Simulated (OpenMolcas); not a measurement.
**An input for SiNH5O (SMILES N[SiH2]O)**

SiNH5O has 8 atoms, charge 0, and is taken as a singlet. As SMILES, `N[SiH2]O`. The coordinates come from a GFN2-xTB relaxation. This is one conformer, not always the lowest.

```xyz
8

N     0.0000    0.0000    0.0000
Si    0.0000    0.0000    1.7168
O     1.5343    0.0000    2.2875
H     0.3458    0.8180   -0.4754
H     0.3295   -0.8242   -0.4759
H    -0.6803   -1.2223    2.1366
H    -0.6793    1.2229    2.1367
H     1.7199   -0.0001    3.2214
```

Settings wanted:

* method: HF
* reference: RHF
* relativity: DKH2
* integral approximation: none
* basis set: ANO-XS-MB
* task: energy
* nucleus: point

Give an OpenMolcas 26.06 job that does this.

One that was run (others would do as well):

step1.input:
```
&GATEWAY
 XBAS
 N.ANO-XS-MB
 Si.ANO-XS-MB
 O.ANO-XS-MB
 H.ANO-XS-MB
 End of Basis
 ZMAT
 N1
 Si2 1 1.716835
 O3 2 1.637019 1 110.40344
 H4 1 1.007297 2 118.15927 3 -67.08182
 H5 1 1.00716 4 109.22259 2 -138.95517
 H6 2 1.460513 3 109.65505 1 117.28818
 H7 2 1.460514 6 113.67176 3 -123.07999
 H8 3 0.952088 2 121.64351 6 -62.70594
 End of ZMAT

&SEWARD
 Relativistic=R02E00

&SCF
 PrOrbitals=1 1
```

```bash
$ export MOLCAS_MEM=1860
$ pymolcas step1.input > step1.log
```

Calculated total energy: -421.57187 Eh.
